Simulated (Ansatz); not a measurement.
Worked example: a bond strength in SiH2O (oxosilane)

The species is SiH2O (4 atoms), meant as a singlet with charge 0. SMILES: `O=[SiH2]`. The shape was relaxed beforehand at wB97X-V/def2-SVP.

```xyz
4

O    -0.2852    0.4169    1.4813
Si   -0.0073    0.0094    0.0339
H     0.4411   -1.3472   -0.3817
H    -0.1486    0.9209   -1.1336
```

Wanted: the dissociation energy of the H4–Si2 bond into doublet H and doublet SiOH (shapes relaxed at wB97X-V/def2-SVP, no zero-point term). 1 Eh = 2625.50 kJ/mol = 27.2114 eV. Totals in Eh; open shells run unrestricted unless said.

| level | program | SiH2O | doublet H | doublet SiOH |
| --- | --- | --- | --- | --- |
| CAM-B3LYP/def2-TZVPP | Ansatz | -365.929061 | -0.498811 | -365.292090 |
| RPA@PBE/def2-TZVPP, 6 core orbitals frozen in the whole | Ansatz | -365.544628 | -0.517613 | -364.893039 |
| MP2/def2-TZVPP, 6 core orbitals frozen in the whole | Ansatz | -365.346695 | -364.710108 | -0.499810 |

Question: Work out the dissociation energy at each level.

Answer: 
1. CAM-B3LYP/def2-TZVPP: (-0.498811) + (-365.292090) − (-365.929061) = 0.138160 Eh = 362.7 kJ/mol = 3.76 eV.
2. RPA@PBE/def2-TZVPP: (-0.517613) + (-364.893039) − (-365.544628) = 0.133976 Eh = 351.8 kJ/mol = 3.65 eV.
3. MP2/def2-TZVPP: (-364.710108) + (-0.499810) − (-365.346695) = 0.136777 Eh = 359.1 kJ/mol = 3.72 eV.

The levels span 352 to 363 kJ/mol; no measured value is set beside them. A bond enthalpy at 298 K also holds the loss of zero-point energy and thermal terms.
